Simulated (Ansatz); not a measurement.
A displaced shape of doublet N₂(+):

```xyz
2

N    -0.0246    0.0435   -0.5532
N     0.0260    0.0290    0.5862
```

It was optimised with PBE0/def2-SVP in Ansatz (development build ahead of 0.2.0) to forces under 0.001 eV/Å, with unrestricted orbitals. Each step stands on the lowest determinant of that kind that the program's search found.

(1) What shape does it relax to, and how does the optimisation go?

Results:

(1)

```yaml
atoms:
  - { symbol: N, position_ang: [-0.0239, 0.0433, -0.5377] }
  - { symbol: N, position_ang: [0.0253, 0.0292, 0.5707] }
```

Bond lengths: N1–N2 1.110 Å.

```csv
step,E − E(start) (eV),largest force (eV/Å)
1,0.0000,4.1714
2,-0.0661,0.5935
3,-0.0673,0.0442
4,-0.0673,0.0004
```

The optimisation ended after 4 steps with its threshold met.
